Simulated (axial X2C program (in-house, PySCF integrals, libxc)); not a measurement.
## AlF⁺: cheaper levels and CCSD(T), two-component

Computed with an in-house all-electron X2C program for linear molecules (integrals from PySCF). Two-component (2c) means X2C with spin–orbit coupling and atomic mean-field two-electron Coulomb and Gaunt terms. Basis: Al dyall-v3z [8s8p2d1f], F dyall-av3z [7s6p3d2f] (cores contracted in-house); Gaussian nuclei, density fitting, unrestricted open shells. Masses: Al 26.982 u, F 18.998 u.

State: Ω = 1/2 (⟨Sz⟩ = 0.50, ⟨Lz⟩ = 0.00 at HF); fragments Al+ + F.

```csv
level,Re (Å),ωe (cm⁻¹),De (eV)
PBE0,1.610,927.4,3.21
HF,1.585,1005.9,2.13
MP2,1.616,934.4,3.65
CCSD,1.608,949.3,2.99
B3LYP,1.618,909.0,3.10
```

Correlated methods: 9 electrons correlated (number of frozen shells: Al 2 s, 1 p; F 1 s), 169 virtual spin orbitals or spinors in MP2, 90 natural virtuals in coupled cluster.

CCSD(T), same Hamiltonian and basis:

Re = 1.613 Å, ωe = 934.1 cm⁻¹, De = 3.13 eV; T1 = 0.016 (Lee–Taylor normalisation).

Give the differences from CCSD(T) in the columns below.



```
level  ΔRe (Å)  Δωe (cm⁻¹)  ΔDe (eV)
 PBE0   -0.003          -7      0.08
   HF   -0.028          72     -1.00
  MP2    0.003           0      0.52
 CCSD   -0.005          15     -0.14
B3LYP    0.005         -25     -0.03
```

The state is one determinant whose occupation by symmetry is held fixed; it was picked as the lowest of a PBE0 search that is not exhaustive. Dissociation energies refer to the lowest single-determinant-based atoms at the same level and basis. Density functionals use the spin component along the axis (collinear). Coupled cluster ran in a truncated set of natural virtual spinors; the MP2 energy of the rest was added. (T) has no such correction and the atoms are truncated less, which lowers De at CCSD(T) by a hundredth of an eV or more. In 2c an atomic determinant is not the ground J level, so De misses part of the atomic spin–orbit lowering. This holds for PBE0, B3LYP. The functionals have no current-density term, which raises determinants with orbital currents, atoms included. Some points did not converge and are left out. The stretched end of a curve changes character and is left out.
